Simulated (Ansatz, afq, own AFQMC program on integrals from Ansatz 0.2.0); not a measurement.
Where AFQMC and coupled cluster stand for N2H, doublet

```xyz
3

N     0.0000   -0.1101    0.4249
N     0.0000    0.0579   -0.5020
H     0.0000    0.7251    1.0719
```

Connectivity, by distances: NH–N.

Basis cc-pVDZ. Noble-gas cores (and the filled d shells of Ga–Kr and In–Xe) are frozen. AFQMC by an in-house program on the Cholesky factors that Ansatz 0.2.0 writes for its CCSD(T) run. The CISD trial takes its coefficients from CCSD amplitudes. Released means that phaseless walkers are propagated on without the constraint, phases kept. Free AFQMC starts from the CCSD state and is never constrained. Its projection time is finite, and what remains of the start isn't in its error. Uncertainties: one standard error, sampling alone.

Determinant: UHF, the one that the program's search chose, which needn't be the lowest solution. The geometry is a point of a scan.

No full CI on the walks' own integrals is used here; CCSDT(Q) serves as the reference and is uncertain by about the last step of the cluster series.

- T1 diagnostic: 0.0156
- weight of the determinant in the CISD state: 0.911
- ⟨S²⟩ of the determinant: 0.770
- size of the correlated space: 11 electrons in 31 orbitals

Reference: CCSDT(Q), correlation energy -8.085 eV. The released energy is read at 2.40 1/Eh (meV from the phaseless value at times in 1/Eh: -7 ± 12 at 0.24, -13 ± 11 at 0.51, -40 ± 16 at 0.99, -8 ± 13 at 1.62, -10 ± 15 at 2.40).

| level | E − E(reference) (kJ/mol) | share of correlation (%) |
| --- | --- | --- |
| HF | 780.1 | 0.00 |
| MP2 | 69.2 | 91.13 |
| CCSD | 23.2 | 97.03 |
| CCSD(T) | 2.8 | 99.64 |
| CCSDT | 1.8 | 99.77 |
| ph-AFQMC/HF | 0.7 ± 5.6 | 99.91 |
| ph-AFQMC/CISD | 1.5 ± 1.3 | 99.81 |
| released AFQMC | 0.5 ± 1.4 | 99.94 |
| free AFQMC | -0.7 ± 1.5 | 100.09 |

Free projections are given only where their last times agree within the noise and don't stop above the reference; a slow remainder of the start can still hide under it. A walk keeps the symmetry of its determinant, which the program's search chose and which needn't be the lowest solution, so a lower state of the same spin and another symmetry isn't excluded. Released energies are given only where the last usable release times agree within the noise; a slower fall can still hide under it.
